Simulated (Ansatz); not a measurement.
## Ansatz (development build ahead of 0.2.0) run

```yaml
crystal:
  periodic: [false, false, false]
  atoms:
    - { symbol: H, position_ang: [0.02308, 0.22477, -0.82591] }
    - { symbol: C, position_ang: [-0.03861, -0.49596, -0.02639] }
    - { symbol: H, position_ang: [-0.00022, 0.30284, 0.83699] }
basis:
  gaussian: { orbitals: def2-SVP }
total_charge: -1
magnetization:
  initial_magnetization: 1
hamiltonian:
  xc: hf
correlation:
  method: mp2
  frozen_orbitals: { C: 1, H: 0 }
```

The input is written out in the form of the current development build from the run's settings. Correlation on restricted open-shell orbitals is semicanonical, with singles.

Output:

```json
{"Converged": "yes", "Reference energy": "-38.82758 hartree", "Correlation energy": "-0.12960 hartree", "Total energy": "-38.95718 hartree", "Spin squared of the determinant": "0.750", "Stability test": "minimum among restricted orbitals", "Occupied orbitals by symmetry in an Abelian subgroup (alpha; beta)": "4 A' 1 A''; 4 A'"}
```

Messages of the program:
```
mean field -1056.55238157 eV, -38.8275838658 hartree, gradient 8.0e-6 eV, S^2 0.750000; 0 other ends of a descent, 0 dependent functions left out
```

Caution: no diffuse functions for an anion.
